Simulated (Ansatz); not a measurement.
Two isomers of C5H9N: A = `[C-]#[N+]C(C)(C)C`, B = `CC(C)(C)C#N`.

Isolated molecules relaxed with PBE0-D4/def2-TZVP in Ansatz; ΔE leaves out vibrations. CBS: MP2 limit from def2 TZ/QZ plus the TZ coupled-cluster correction, frozen cores. Functionals use def2-TZVPP. B3LYP here is the variant with VWN-RPA as its local correlation; programs differ in this.

(1) Which is lower in electronic energy at CCSD(T)/CBS, and by how much? (Best estimate.)

(2) Give E(B) − E(A) in kJ/mol with B3LYP, B2PLYP, BLYP-D4, ωB97M-V, CCSD/def2-TZVPP, HF/def2-TZVPP, MP2/def2-TZVPP. (Best estimate.)

(3) Does the order hold for the free energy at 298.15 K (harmonic terms from PBE0-D4)? (Best estimate.)

Largest T1 diagnostic: 0.011.

Answers

(1) Ansatz gave: B, by 80.6 kJ/mol.

(2) Ansatz gave: B3LYP -79.3, B2PLYP -83.8, BLYP-D4 -79.4, ωB97M-V -74.1, CCSD/def2-TZVPP -80.8, HF/def2-TZVPP -63.7, MP2/def2-TZVPP -92.5. None reverses the order clearly.

(3) The calculation gave: Yes: G(B) − G(A) = -79.2 kJ/mol.

Leaving LDA and LC-ωPBE aside and taking each functional with its dispersion term where it has one, the values, not all of them listed here, spread over 11.8 kJ/mol, from PBE-D4 to BHLYP-D4. LDA lies +4.3 kJ/mol from PBE without D4. From PBE to PBE0 (25 % exact exchange), in def2-TZVPP and without D4, E(B) − E(A) moves by +3.8 kJ/mol.
